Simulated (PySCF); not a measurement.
# Bond curve of NH⁺

Set-up: basis H def2-TZVPPD, N def2-TZVPPD; no relativity; PySCF 2.14. Energies in eV from H⁺ + N in their ground configurations at the same level. All curves are PBE0. state 1: ⁴Σ⁻ (quartet), unpaired electrons σ ↑, π ↑↑; state 2: ²Π (doublet), unpaired electrons π ↑, a second solution, started from another occupation; state 3: Ms = 0.5 determinant of mixed spin (⟨S²⟩ near 1.8), unpaired electrons σ ↓, π ↑↑, a second solution, started from another occupation; state 4: Ms = 0.5 determinant of mixed spin (⟨S²⟩ near 1.8), unpaired electrons σ ↑, π ↑↓, a mixture of terms (⟨Lz²⟩ = 2.0), a second solution, started from another occupation.

```csv
R (Å),state 1,state 2,state 3,state 4
0.945,-3.317,-3.249,-1.575,-1.709
0.989,-3.543,-3.466,-1.877,-1.978
1.033,-3.671,-3.578,-2.080,-2.149
1.066,-3.717,-3.609,-2.182,-2.228
1.099,-3.730,-3.603,-2.250,-2.273
1.132,-3.717,-3.567,-2.292,-2.292
1.176,-3.669,-3.482,-2.314,-2.285
1.231,-3.573,-3.333,-2.302,-2.239
1.297,-3.425,-3.110,-2.248,-2.148
1.385,-3.203,-2.770,-2.138,-1.994
```

Put a parabola through the three lowest points of the state 1 curve and estimate Re, k and ωe (reduced mass 0.9402 u; 1 eV/Å² = 0.16022 mdyn/Å; ωe = 1302.8·√(k/μ) cm⁻¹).

Through R = 1.066, 1.099, 1.132 Å the second-order coefficient is 11.9 eV/Å², so Re ≈ 1.099 Å, k ≈ 3.83 mdyn/Å and ωe ≈ 2628 cm⁻¹. A polynomial fit of higher order to the unrounded PBE0 energies gives Re = 1.098 Å, k = 3.88 mdyn/Å, ωe = 2647 cm⁻¹; anharmonicity and rounding make the difference.

The higher-order fit for each curve: state 1: Re = 1.098 Å, ωe = 2647 cm⁻¹, De = 3.73 eV; state 2: Re = 1.076 Å, ωe = 3017 cm⁻¹, minimum 3.61 eV below the ground-state fragments; state 3: Re = 1.186 Å, ωe = 1995 cm⁻¹, minimum 2.31 eV below the ground-state fragments; state 4: Re = 1.144 Å, ωe = 2264 cm⁻¹, minimum 2.29 eV below the ground-state fragments.

For an ion De counts to the pair picked by the measured ionisation energies or electron affinities, which need not be the lowest pair at this level. The state was picked by a PBE0 search and need not be the measured ground state.
